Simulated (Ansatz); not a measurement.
SO2 (sulfur dioxide): the energy, rung by rung

SO2: 3 atoms, total charge 0, spin state singlet. SMILES: `O=S=O`. The shape was relaxed beforehand at B3LYP/def2-SVP.

```xyz
3

O    -0.9956    0.6579   -0.4697
S     0.2772    0.3675    0.1921
O     0.7184   -1.0254    0.2776
```

Quantity: the adiabatic electron affinity (to the doublet anion, shapes relaxed at B3LYP/def2-SVP, no zero-point term), in eV. The values are calculated.

The electron affinity is E(neutral) − E(anion): positive where the electron is bound.

```json
{"level": "HF/def2-TZVPP", "kind": "Hartree–Fock", "program": "Ansatz", "value (eV)": "0.72", "less CCSD(T)/def2-TZVPP": "+0.05", "CPU time (all runs)": "2 s"}
{"level": "SVWN5/def2-TZVPP", "kind": "LDA", "program": "Ansatz", "value (eV)": "0.92", "less CCSD(T)/def2-TZVPP": "+0.25", "CPU time (all runs)": "1.7 s"}
{"level": "B3LYP/def2-TZVPP", "kind": "global hybrid", "program": "Ansatz", "value (eV)": "1.09", "less CCSD(T)/def2-TZVPP": "+0.42", "CPU time (all runs)": "4.1 s"}
{"level": "PBE0-D4/def2-TZVPP", "kind": "global hybrid", "program": "Ansatz", "value (eV)": "1.02", "less CCSD(T)/def2-TZVPP": "+0.35", "CPU time (all runs)": "3.7 s"}
{"level": "CAM-B3LYP/def2-TZVPP", "kind": "range-separated hybrid", "program": "Ansatz", "value (eV)": "1.11", "less CCSD(T)/def2-TZVPP": "+0.44", "CPU time (all runs)": "4 s"}
{"level": "wB97M-V/def2-TZVPP", "kind": "range-separated hybrid", "program": "Ansatz", "value (eV)": "0.85", "less CCSD(T)/def2-TZVPP": "+0.18", "CPU time (all runs)": "13 s"}
{"level": "MP2/def2-TZVPP", "kind": "perturbation theory", "program": "Ansatz", "value (eV)": "0.49", "less CCSD(T)/def2-TZVPP": "-0.18", "CPU time (all runs)": "2.9 s"}
{"level": "CCSD(T)/def2-TZVPP", "kind": "coupled cluster or CI", "program": "Ansatz", "value (eV)": "0.67", "less CCSD(T)/def2-TZVPP": "0.00", "CPU time (all runs)": "18 s"}
```

CCSD(T)/def2-TZVPP is the highest level here, not the true value. The values span 0.49 to 1.11 eV. In so small a basis fixed costs decide the times, and correlated methods can beat functionals. Times are those of the runs behind each value, whatever else they computed, on shared processors of several kinds: orders of magnitude only.
